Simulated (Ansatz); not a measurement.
# Scan of the C3–H4 bond length

C₃H (SMILES C1#C[CH-]1) (charge -1), closed shell, at its PBE0-D4/def2-TZVPD minimum:

```csv
atom,x (Å),y (Å),z (Å)
C1,1.0417,-0.2996,0.3040
C2,-0.2254,-0.2877,1.0648
C3,-0.1462,0.1052,-0.2451
H4,-0.6701,0.4821,-1.1237
```

The bond length C3–H4 (1.090 Å at the minimum) is set to the values below, with the rest relaxed at PBE0-D4/def2-TZVPD at each step. Each method's energies count from its own value at the PBE0-D4 minimum structure. Ansatz 0.2.0; basis: def2-TZVPPD; cores frozen in the correlated methods. B3LYP uses VWN-RPA correlation.

CCSD(T) energies along the scan:
| bond length (Å) | CCSD(T) (kJ/mol) |
| --- | --- |
| 0.981 | 22.4 |
| 1.003 | 13.5 |
| 1.035 | 4.9 |
| 1.073 | 0.3 |
| 1.114 | 1.0 |
| 1.159 | 6.8 |
| 1.206 | 17.2 |
| 1.256 | 31.6 |
| 1.308 | 49.0 |
They count from the CCSD(T) energy at the PBE0-D4 minimum.

Minimum and curvature along this coordinate at CCSD(T): A fifth-order fit through the nearest points gives 1.088 Å, with a curvature of about 32 eV/Å².

Largest difference from the CCSD(T) curve over the scan: PBE-D4 8.3; r2SCAN-D4 3.6; B3LYP-D4 1.9; HF 11.2 kJ/mol. Each curve counts from its own value at the minimum.

T1 diagnostic: at most 0.014.

For scale, one of the runs: CCSD(T)/def2-TZVPPD, 128 basis functions (an equivalent command: `ansatz run in.yaml --threads 2`). The run took about 2.7 s on 2 CPU threads (shared host).
